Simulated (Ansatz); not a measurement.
# CH3S: the cost of one run

Program: Ansatz 0.2.0, Gaussian basis. Level of theory: PBE0-D4/def2-SVP, unrestricted. These are calculated values, not measurements.

### Step 1. The system as given

The start, a first-order saddle point found at PBE0-D4 in triple zeta: 5 atoms, charge 0, spin multiplicity 2.

Atoms are counted from 1 here; the program's logs count them from 0.

Bond lengths: H1–S3 1.442 Å, C2–S3 1.767 Å, C2–H4 1.083 Å, C2–H5 1.083 Å. Angles: S3–C2–H4 119.7°, S3–C2–H5 119.7°, H4–C2–H5 120.2°, H1–S3–C2 53.9°.

Coordinates:

```xyz
5
charge 0, multiplicity 2
H    -1.06056   -0.30206   -0.23258
C     0.30732    0.22901   -0.01825
S    -0.39687   -1.26491    0.61047
H     0.87352    0.20785   -0.94117
H     0.27648    1.13011    0.58163
```

### Step 2. Dynamics

Contents of md/in.yaml:

```yaml
crystal:
  periodic: [false, false, false]
  atoms:
    - {symbol: H, position_ang: [-1.060557, -0.302064, -0.232579]}
    - {symbol: C, position_ang: [0.307324, 0.229009, -0.018253]}
    - {symbol: S, position_ang: [-0.396865, -1.264907, 0.610473]}
    - {symbol: H, position_ang: [0.873522, 0.207853, -0.941170]}
    - {symbol: H, position_ang: [0.276476, 1.130110, 0.581629]}
basis:
  gaussian: {orbitals: def2-SVP}
magnetization: {spin_polarized: true, initial_magnetization: 1}
hamiltonian: {xc: pbe0, dispersion: d4}
md: {n_steps: 60, timestep: 0.25, temperature: 300, ensemble: nvt_langevin, seed: 269, friction: 0.01, initial_velocities: maxwell_boltzmann}
```

Launch:

```sh
$ ansatz run in.yaml --threads 2 --pin off --events-out ev --progress --plain --max-ram 4352MiB
```

**Question.** How long does this run take on 2 threads of Arm Neoverse V1, shared host, and how much memory does it need?

About 48 s, with a peak of 0.26 GiB.
